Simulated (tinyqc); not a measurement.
Geometry optimisation on the RHF/sto-3g surface (energies and gradients from PySCF), for H2O, spin multiplicity 1, step by step. One step of it, computed by the program tinyqc.

Problem. Step 1: move. Quasi-Newton step p = -H^(-1) g (first H = 0.6 times the unit matrix); steps longer than 0.3 bohr are cut back.

positions at the start (bohr), order 1O, 2H, 3H:
$$\begin{pmatrix}
-0.037795 & -0.015118 & 0.013228 \\
0.102045 & 1.449420 & 1.014783 \\
-0.018897 & -1.475876 & 1.071475
\end{pmatrix}$$

gradient (hartree/bohr), order 1O, 2H, 3H:
$$\begin{pmatrix}
0.00775273 & 0.01770555 & 0.09085210 \\
-0.00542936 & -0.03491756 & -0.05109579 \\
-0.00232338 & 0.01721202 & -0.03975632
\end{pmatrix}$$

Give: positions after step 1.

Solution.

positions after step 1 (bohr), order 1O, 2H, 3H:
$$\begin{pmatrix}
-0.051 & -0.045 & -0.138 \\
0.111 & 1.508 & 1.100 \\
-0.015 & -1.505 & 1.138
\end{pmatrix}$$
